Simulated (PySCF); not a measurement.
## Spin states of MgF

Unrestricted PBE0; basis Mg x2c-SVPall, F x2c-SVPall; spin-free X2C with a Gaussian nucleus; PySCF 2.14. Outer shells of the fragments: Mg 3s2; F 2s2 2p5.

Followed along the bond (rough minima from three points):

```
2Ms+1   unpaired  ⟨S²⟩ at the start  R at minimum (Å)  Te (eV)
    2        σ ↑               0.75              1.77     0.00
    4  σ ↑, π ↑↑               3.75  none in the scan   ≤ 6.94
```

Solutions found at the starting distance of 1.970 Å, counted from the lowest of them; the search is not exhaustive and high or unbound solutions are not listed, so other states can lie among these:

```
2Ms+1   unpaired   term  E (eV)  ⟨S²⟩  ⟨Lz²⟩  μ (D)
    2        σ ↑    ²Σ⁺    0.00  0.75   0.00  -3.84
    2        π ↑     ²Π    3.28  0.76   1.00  -4.76
    2        π ↑     ²Π    4.93  0.75   1.00   2.65
    4  σ ↑, π ↑↑  mixed    6.86  3.75   2.01   1.81
    4  σ ↑, π ↑↑  mixed    6.96  3.75   2.01   1.96
    4  σ ↑↑, π ↑     ⁴Π    8.00  3.75   1.00   1.46
```

A term symbol is given only where ⟨S²⟩ and ⟨Lz²⟩ are close to those of a pure state; real π, δ and φ orbitals otherwise mix terms. A positive dipole means Mg(−)F(+).

Counting both spins, an empty level lies below a filled one in some of these solutions, because spin and occupation are held.
